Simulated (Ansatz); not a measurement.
Results of PBEsol (plane waves, PAW; Ansatz, a first-principles code) for chalcopyrite CdGeAs₂.

Settings: plane-wave cutoff 520 eV, 8×8×8 k mesh, scalar-relativistic PAW data made under PBE.

Cell (measured lattice):

CdAs2Ge is modelled in the tetragonal space group I-42d (No. 122), the chalcopyrite structure, Pearson symbol tI16. Conventional cell: a = b = 5.943 Å, c = 11.220 Å, α = β = γ = 90.00°. Cd on 4a has 4 As at 2.618 Å (tetrahedral). Ge on 4b is surrounded by 4 As at 2.441 Å (tetrahedral). As on 8d has 2 Ge at 2.441 Å and 2 Cd at 2.618 Å (tetrahedral). (Neighbours: up to the widest gap in distance over summed covalent radii, below 1.35, at either atom; cation-cation and far metal-metal contacts left out.)
(The calculation used a cell of 8 atoms; values per cell refer to that cell.)

### Question
Predict the elastic constant C33, elastic constant C13, elastic constant C44, elastic constant C11, elastic constant C12 and elastic constant C66.

### Answer

- elastic constant C33 = 80.9 GPa
- elastic constant C13 = 51.1 GPa
- elastic constant C44 = 39.2 GPa
- elastic constant C11 = 91.8 GPa
- elastic constant C12 = 49.3 GPa
- elastic constant C66 = 37.9 GPa

Measured, for comparison: elastic constant C33 83.4 GPa, elastic constant C13 59.7 GPa, elastic constant C44 42.1 GPa, elastic constant C11 94.5 GPa, elastic constant C12 59.6 GPa, elastic constant C66 40.8 GPa (temperature not stated, not corrected to a static lattice; as tabulated in Oses et al. (2018), arXiv:1811.08464). Computed (rounded) less measured: elastic constant C33 -3 %, elastic constant C13 -14 %, elastic constant C44 -7 %, elastic constant C11 -3 %, elastic constant C12 -17 %, elastic constant C66 -7 %.

Note: the cell isn't this level's own, so it is under some stress, which shifts stiffness and frequencies.

Elastic constants are with the ions relaxed.
